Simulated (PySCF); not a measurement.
PySCF input (M06-L/def2-TZVPD):

```python
from pyscf import gto, scf, dft

mol = gto.M(
    atom='''
    N    -0.00000000   -0.00000000   -0.13023549
    H     0.00000000    0.00000000    0.91164840
    ''',
    basis='def2-tzvpd',
    charge=0,
    spin=2,
    symmetry='C2v',
    verbose=4,
)

mf = dft.UKS(mol, xc='m06l').density_fit(auxbasis='def2-universal-jkfit')
mf.grids.level = 4
mf.conv_tol = 1e-9
mf.max_cycle = 100
mf.max_memory = 1500
mf.kernel()
if not mf.converged:
    mf = mf.newton()
    mf.kernel(mf.make_rdm1())
mf.analyze()
```

Output:

```
PySCF version 2.14.0

[INPUT] verbose = 4
[INPUT] num. atoms = 2
[INPUT] num. electrons = 8
[INPUT] charge = 0
[INPUT] spin (= nelec alpha-beta = 2S) = 2
[INPUT] symmetry C2v subgroup None
[INPUT] Mole.unit = angstrom
[INPUT] Symbol           X                Y                Z      unit          X                Y                Z       unit  Magmom
[INPUT]  1 N      0.000000000000   0.000000000000  -0.130235490000 AA    0.000000000000   0.000000000000  -0.246109407799 Bohr   0.0
[INPUT]  2 H      0.000000000000   0.000000000000   0.911648400000 AA    0.000000000000   0.000000000000   1.722765797898 Bohr   0.0

nuclear repulsion = 3.55532944888897
point group symmetry = Coov, use subgroup C2v
symmetry origin: [ 0.00000000e+00  0.00000000e+00 -7.08647296e-09]
symmetry axis x: [1. 0. 0.]
symmetry axis y: [0. 1. 0.]
symmetry axis z: [0. 0. 1.]
num. orbitals of irrep A1 = 22
num. orbitals of irrep A2 = 4
num. orbitals of irrep B1 = 10
num. orbitals of irrep B2 = 10
number of shells = 18
number of NR pGTOs = 63
number of NR cGTOs = 46
basis = def2-tzvpd
ecp = {}

******** <class 'pyscf.df.df_jk.DFSymAdaptedUKS'> ********
method = DFSymAdaptedUKS
initial guess = minao
damping factor = 0
level_shift factor = 0
DIIS = <class 'pyscf.scf.diis.CDIIS'>
diis_start_cycle = 1
diis_space = 8
diis_damp = 0
SCF conv_tol = 1e-09
SCF conv_tol_grad = None
SCF max_cycles = 100
direct_scf = False
number electrons alpha = 5  beta = 3
XC library pyscf.dft.libxc version 7.1.2
    S. Lehtola, C. Steigemann, M. J. T. Oliveira, and M. A. L. Marques,  SoftwareX 7, 1–5 (2018)
XC functionals = m06l
    Y. Zhao and D. G. Truhlar,  J. Chem. Phys. 125, 194101 (2006)
    Y. Zhao and D. G. Truhlar,  J. Chem. Phys. 125, 194101 (2006)
    Y. Zhao and D. G. Truhlar,  Theor. Chem. Acc. 120, 215 (2008)
radial grids:
    Treutler-Ahlrichs [JCP 102, 346 (1995); DOI:10.1063/1.469408] (M4) radial grids

becke partition: Becke, JCP 88, 2547 (1988); DOI:10.1063/1.454033
pruning grids: <function nwchem_prune>
grids dens level: 4
symmetrized grids: C2v
atomic radii adjust function: <function treutler_atomic_radii_adjust>
small_rho_cutoff = 0
Freeze 0 electrons in irreps []
    8 free electrons in irreps A1 A2 B1 B2
Set gradient conv threshold to 3.16228e-05
tot grids = 43584
init E= -55.0837847598745
alpha HOMO (B1) = -0.231478508188056  LUMO (A1) = 0.0387049449465735
beta  HOMO (A1) = -0.367285977614081  LUMO (B1) = -0.231478508188056

WARN: HOMO -0.231478508188056 >= LUMO -0.231478508188056

WARN: alpha-B1 HOMO -0.231478508188056 > system LUMO -0.231478508188056

WARN: alpha-B2 HOMO -0.231478508188057 > system LUMO -0.231478508188056

cycle= 1 E= -55.2232784824954  delta_E= -0.139  |g|= 0.145  |ddm|= 0.68
alpha HOMO (B1) = -0.310421767597731  LUMO (A1) = 0.0213476585686472
beta  HOMO (A1) = -0.329265304336428  LUMO (B1) = -0.154167665591349
  HOMO = -0.310421767598  LUMO = -0.154167665591  gap/eV = 4.25189
cycle= 2 E= -55.2331612767617  delta_E= -0.00988  |g|= 0.0446  |ddm|= 0.197
alpha HOMO (B1) = -0.290269163693441  LUMO (A1) = 0.0295180523118468
beta  HOMO (A1) = -0.31418338635854  LUMO (B2) = -0.126352489816172
  HOMO = -0.290269163693  LUMO = -0.126352489816  gap/eV = 4.46040
cycle= 3 E= -55.23389577517  delta_E= -0.000734  |g|= 0.0221  |ddm|= 0.0514
alpha HOMO (B2) = -0.300746630010012  LUMO (A1) = 0.0286443001549763
beta  HOMO (A1) = -0.321514226560851  LUMO (B1) = -0.131513311442006
  HOMO = -0.30074663001  LUMO = -0.131513311442  gap/eV = 4.60507
cycle= 4 E= -55.234089879925  delta_E= -0.000194  |g|= 0.00929  |ddm|= 0.0235
alpha HOMO (B1) = -0.298480921523539  LUMO (A1) = 0.0283797795489065
beta  HOMO (A1) = -0.318860580173887  LUMO (B1) = -0.128767869867969
  HOMO = -0.298480921524  LUMO = -0.128767869868  gap/eV = 4.61813
cycle= 5 E= -55.2341332144165  delta_E= -4.33e-05  |g|= 0.00101  |ddm|= 0.00782
alpha HOMO (B2) = -0.298361399395999  LUMO (A1) = 0.0284984654228637
beta  HOMO (A1) = -0.318651491058443  LUMO (B1) = -0.128437616078937
  HOMO = -0.298361399396  LUMO = -0.128437616079  gap/eV = 4.62386
cycle= 6 E= -55.2341341798518  delta_E= -9.65e-07  |g|= 0.000207  |ddm|= 0.00162
alpha HOMO (B1) = -0.298392871842325  LUMO (A1) = 0.028515589499893
beta  HOMO (A1) = -0.31866243966854  LUMO (B1) = -0.128451565921151
  HOMO = -0.298392871842  LUMO = -0.128451565921  gap/eV = 4.62434
cycle= 7 E= -55.234134227743  delta_E= -4.79e-08  |g|= 4.43e-05  |ddm|= 0.000342
alpha HOMO (B2) = -0.298397113025739  LUMO (A1) = 0.0285210832078917
beta  HOMO (A1) = -0.318656703448536  LUMO (B2) = -0.128460590458004
  HOMO = -0.298397113026  LUMO = -0.128460590458  gap/eV = 4.62421
cycle= 8 E= -55.2341342301548  delta_E= -2.41e-09  |g|= 5.45e-06  |ddm|= 8.48e-05
alpha HOMO (B1) = -0.298398545450329  LUMO (A1) = 0.0285217065003245
beta  HOMO (A1) = -0.318657651623738  LUMO (B2) = -0.128462691399226
  HOMO = -0.29839854545  LUMO = -0.128462691399  gap/eV = 4.62419
cycle= 9 E= -55.2341342301716  delta_E= -1.68e-11  |g|= 9.96e-07  |ddm|= 1.33e-05
alpha HOMO (B1) = -0.298398757681355  LUMO (A1) = 0.0285217066134997
beta  HOMO (A1) = -0.318657759714622  LUMO (B2) = -0.128463054057416
  HOMO = -0.298398757681  LUMO = -0.128463054057  gap/eV = 4.62419
Extra cycle  E= -55.2341342301718  delta_E= -2.56e-13  |g|= 7.8e-07  |ddm|= 2.41e-06
converged SCF energy = -55.2341342301718  <S^2> = 2.0099035  2S+1 = 3.0065951
**** SCF Summaries ****
Total Energy =                         -55.234134230171826
Nuclear Repulsion Energy =               3.555329448888974
One-electron Energy =                  -81.656155933108465
Two-electron Energy =                   22.866692254047667
Two-electron Coulomb Energy =           30.057320630660808
DFT Exchange-Correlation Energy =       -7.190628376613141
HOMO-LUMO gap [eV] =                     4.624186029891315
Wave-function symmetry = A2
alpha occupancy for each irrep:     A1   A2   B1   B2
                                     3    0    1    1
beta  occupancy for each irrep:     A1   A2   B1   B2
                                     3    0    0    0
**** MO energy ****
alpha MO #1 (A1 #1), energy= -14.2425092491307 occ= 1
alpha MO #2 (A1 #2), energy= -0.820968236511206 occ= 1
alpha MO #3 (A1 #3), energy= -0.374945258463718 occ= 1
alpha MO #4 (B1 #1), energy= -0.298398757681355 occ= 1
alpha MO #5 (B2 #1), energy= -0.298398757681355 occ= 1
alpha MO #6 (A1 #4), energy= 0.0285217066134997 occ= 0
alpha MO #7 (A1 #5), energy= 0.115007299354524 occ= 0
alpha MO #8 (B1 #2), energy= 0.153548750276097 occ= 0
alpha MO #9 (B2 #2), energy= 0.1535487502761 occ= 0
alpha MO #10 (A1 #6), energy= 0.248613712309045 occ= 0
alpha MO #11 (A1 #7), energy= 0.261017663868309 occ= 0
alpha MO #12 (A2 #1), energy= 0.330084866483181 occ= 0
alpha MO #13 (A1 #8), energy= 0.330085172506131 occ= 0
alpha MO #14 (B1 #3), energy= 0.333703556519259 occ= 0
alpha MO #15 (B2 #3), energy= 0.333703556519259 occ= 0
alpha MO #16 (B1 #4), energy= 0.51148600386046 occ= 0
alpha MO #17 (B2 #4), energy= 0.511486003860462 occ= 0
alpha MO #18 (A1 #9), energy= 0.51301929105658 occ= 0
alpha MO #19 (A1 #10), energy= 0.603997564724832 occ= 0
alpha MO #20 (A1 #11), energy= 0.700860341692383 occ= 0
alpha MO #21 (B1 #5), energy= 1.20685859847744 occ= 0
alpha MO #22 (B2 #5), energy= 1.20685859847744 occ= 0
alpha MO #23 (A2 #2), energy= 1.22183658067755 occ= 0
alpha MO #24 (A1 #12), energy= 1.22183691018156 occ= 0
alpha MO #25 (A1 #13), energy= 1.30892916263253 occ= 0
alpha MO #26 (B1 #6), energy= 1.86936474086255 occ= 0
alpha MO #27 (B2 #6), energy= 1.86936474086254 occ= 0
alpha MO #28 (A1 #14), energy= 2.12016859961911 occ= 0
alpha MO #29 (B1 #7), energy= 2.22140475947917 occ= 0
alpha MO #30 (B2 #7), energy= 2.22140475947917 occ= 0
alpha MO #31 (A1 #15), energy= 2.23562004739374 occ= 0
alpha MO #32 (A1 #16), energy= 2.7081974455051 occ= 0
alpha MO #33 (A1 #17), energy= 3.04262717840842 occ= 0
alpha MO #34 (B1 #8), energy= 3.90620611934403 occ= 0
alpha MO #35 (B2 #8), energy= 3.90620611934402 occ= 0
alpha MO #36 (A2 #3), energy= 3.9143462278053 occ= 0
alpha MO #37 (A1 #18), energy= 3.91435138333568 occ= 0
alpha MO #38 (B1 #9), energy= 4.28818790233458 occ= 0
alpha MO #39 (B2 #9), energy= 4.28818790233457 occ= 0
alpha MO #40 (A2 #4), energy= 4.58637004671918 occ= 0
alpha MO #41 (A1 #19), energy= 4.58637897935708 occ= 0
alpha MO #42 (B1 #10), energy= 4.69666780058996 occ= 0
alpha MO #43 (B2 #10), energy= 4.69666780058995 occ= 0
alpha MO #44 (A1 #20), energy= 4.82262644947215 occ= 0
alpha MO #45 (A1 #21), energy= 5.53692336390544 occ= 0
alpha MO #46 (A1 #22), energy= 31.6561070776243 occ= 0
beta  MO #1 (A1 #1), energy= -14.2023892733253 occ= 1
beta  MO #2 (A1 #2), energy= -0.675423020036334 occ= 1
beta  MO #3 (A1 #3), energy= -0.318657759714622 occ= 1
beta  MO #4 (B1 #1), energy= -0.128463054057415 occ= 0
beta  MO #5 (B2 #1), energy= -0.128463054057416 occ= 0
beta  MO #6 (A1 #4), energy= 0.0322538207309755 occ= 0
beta  MO #7 (A1 #5), energy= 0.133201697907335 occ= 0
beta  MO #8 (B1 #2), energy= 0.175708186470559 occ= 0
beta  MO #9 (B2 #2), energy= 0.17570818647056 occ= 0
beta  MO #10 (A1 #6), energy= 0.231560870792698 occ= 0
beta  MO #11 (A1 #7), energy= 0.251278090008835 occ= 0
beta  MO #12 (A2 #1), energy= 0.314594785723529 occ= 0
beta  MO #13 (A1 #8), energy= 0.314595383835147 occ= 0
beta  MO #14 (B1 #3), energy= 0.330719374870837 occ= 0
beta  MO #15 (B2 #3), energy= 0.330719374870837 occ= 0
beta  MO #16 (B1 #4), energy= 0.552381330923905 occ= 0
beta  MO #17 (B2 #4), energy= 0.552381330923902 occ= 0
beta  MO #18 (A1 #9), energy= 0.552667773959742 occ= 0
beta  MO #19 (A1 #10), energy= 0.575802606199032 occ= 0
beta  MO #20 (A1 #11), energy= 0.745850520889583 occ= 0
beta  MO #21 (B1 #5), energy= 1.21517575823605 occ= 0
beta  MO #22 (B2 #5), energy= 1.21517575823605 occ= 0
beta  MO #23 (A1 #12), energy= 1.3220163617385 occ= 0
beta  MO #24 (A2 #2), energy= 1.32201824691754 occ= 0
beta  MO #25 (A1 #13), energy= 1.32409862639605 occ= 0
beta  MO #26 (B1 #6), energy= 1.86809393167458 occ= 0
beta  MO #27 (B2 #6), energy= 1.86809393167457 occ= 0
beta  MO #28 (A1 #14), energy= 2.04351231719527 occ= 0
beta  MO #29 (A1 #15), energy= 2.2850393891055 occ= 0
beta  MO #30 (B1 #7), energy= 2.3195540343762 occ= 0
beta  MO #31 (B2 #7), energy= 2.31955403437619 occ= 0
beta  MO #32 (A1 #16), energy= 2.63195378947918 occ= 0
beta  MO #33 (A1 #17), energy= 3.04067315923913 occ= 0
beta  MO #34 (A1 #18), energy= 4.03845081552357 occ= 0
beta  MO #35 (A2 #3), energy= 4.03845436806381 occ= 0
beta  MO #36 (B1 #8), energy= 4.09959387386669 occ= 0
beta  MO #37 (B2 #8), energy= 4.09959387386669 occ= 0
beta  MO #38 (B1 #9), energy= 4.24206756774656 occ= 0
beta  MO #39 (B2 #9), energy= 4.24206756774656 occ= 0
beta  MO #40 (A1 #19), energy= 4.78533821242077 occ= 0
beta  MO #41 (A1 #20), energy= 4.79204610548101 occ= 0
beta  MO #42 (A2 #4), energy= 4.79207842742414 occ= 0
beta  MO #43 (B1 #10), energy= 4.80587740141161 occ= 0
beta  MO #44 (B2 #10), energy= 4.8058774014116 occ= 0
beta  MO #45 (A1 #21), energy= 5.38042345030083 occ= 0
beta  MO #46 (A1 #22), energy= 31.6307722133991 occ= 0
 ** Mulliken pop alpha/beta on meta-lowdin orthogonal AOs **
 ** Mulliken pop       alpha | beta **
pop of  0 N 1s        0.99996 | 0.99998
pop of  0 N 2s        0.92226 | 0.88945
pop of  0 N 3s        0.00379 | 0.00648
pop of  0 N 4s        0.00039 | 0.00034
pop of  0 N 5s        0.00004 | 0.00010
pop of  0 N 6s        0.00001 | 0.00002
pop of  0 N 2px       0.99481 | 0.00000
pop of  0 N 2py       0.99481 | 0.00000
pop of  0 N 2pz       0.70647 | 0.67858
pop of  0 N 3px       0.00187 | 0.00000
pop of  0 N 3py       0.00187 | 0.00000
pop of  0 N 3pz       0.00019 | 0.00159
pop of  0 N 4px       0.00000 | 0.00000
pop of  0 N 4py       0.00000 | 0.00000
pop of  0 N 4pz       0.00036 | 0.00041
pop of  0 N 3dxy      0.00000 | 0.00000
pop of  0 N 3dyz      0.00150 | 0.00000
pop of  0 N 3dz^2     0.00311 | 0.00291
pop of  0 N 3dxz      0.00150 | 0.00000
pop of  0 N 3dx2-y2    0.00000 | 0.00000
pop of  0 N 4dxy      0.00000 | 0.00000
pop of  0 N 4dyz      0.00018 | 0.00000
pop of  0 N 4dz^2     0.00019 | 0.00019
pop of  0 N 4dxz      0.00018 | 0.00000
pop of  0 N 4dx2-y2    0.00000 | 0.00000
pop of  0 N 5dxy      0.00000 | 0.00000
pop of  0 N 5dyz      0.00001 | 0.00000
pop of  0 N 5dz^2     0.00004 | 0.00007
pop of  0 N 5dxz      0.00001 | 0.00000
pop of  0 N 5dx2-y2    0.00000 | 0.00000
pop of  0 N 4f-3      0.00000 | 0.00000
pop of  0 N 4f-2      0.00000 | 0.00000
pop of  0 N 4f-1      0.00000 | 0.00000
pop of  0 N 4f+0      0.00016 | 0.00031
pop of  0 N 4f+1      0.00000 | 0.00000
pop of  0 N 4f+2      0.00000 | 0.00000
pop of  0 N 4f+3      0.00000 | 0.00000
pop of  1 H 1s        0.35422 | 0.41052
pop of  1 H 2s        0.00646 | 0.00608
pop of  1 H 3s        0.00178 | 0.00142
pop of  1 H 2px       0.00159 | 0.00000
pop of  1 H 2py       0.00159 | 0.00000
pop of  1 H 2pz       0.00015 | 0.00071
pop of  1 H 3px       0.00004 | 0.00000
pop of  1 H 3py       0.00004 | 0.00000
pop of  1 H 3pz       0.00042 | 0.00084
In total             5.00000 | 3.00000
 ** Mulliken atomic charges   ( Nelec_alpha | Nelec_beta ) **
charge of  0N =     -0.21414  (     4.63371      2.58043 )
charge of  1H =      0.21414  (     0.36629      0.41957 )
Dipole moment(X, Y, Z, Debye):  0.00000,  0.00000,  1.49568
```
